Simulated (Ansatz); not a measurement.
The same path of C₃H₄FNO (10 atoms, charge 0, multiplicity 1) was run twice with different band settings. The coordinate that changes most is the height of N1 over the plane of its neighbours.

Theory: RKS B3LYP/def2-SVP in Ansatz 0.2.0.

Relaxed end points:

```xyz
10
Properties=species:S:1:pos:R:3
N -0.903 -1.650 0.701
C -0.163 -0.931 -0.240
C 0.271 0.319 -0.103
O 0.190 1.356 0.832
C 0.960 1.542 -0.349
F 0.476 2.446 -1.225
H -1.600 -2.268 0.295
H -1.312 -1.078 1.435
H 0.126 -1.477 -1.143
H 2.039 1.692 -0.201
```

```xyz
10
Properties=species:S:1:pos:R:3
N -1.321 -1.431 0.443
C -0.310 -0.859 -0.332
C 0.291 0.304 -0.094
O 0.260 1.313 0.875
C 1.076 1.480 -0.278
F 0.687 2.451 -1.130
H -1.274 -2.444 0.507
H -1.435 -1.011 1.361
H -0.048 -1.392 -1.251
H 2.158 1.539 -0.098
```

Common settings: movable images 9; climbing image yes; optimiser quadratic models (default); start path IDPP; force threshold 0.05 eV/Å; iteration limit 60; end points relaxed.

| run | spring |
| --- | --- |
| 1 | 5.0 eV/Å² |
| 2 | 0.5 eV/Å² |

(1) What does each run give, and how far can it be trusted?

Results:

(1) Run 1: converged after 5 iterations, highest image 0.060 eV above the first end. A vibrational analysis at the climbing image gives one clearly imaginary mode, 457i cm⁻¹: a first-order saddle point.
Run 2: converged after 5 iterations, highest image 0.060 eV above the first end. Another band between the same ends (9 images) ends at a top of the same energy, where a vibrational analysis finds 1 clearly imaginary mode.
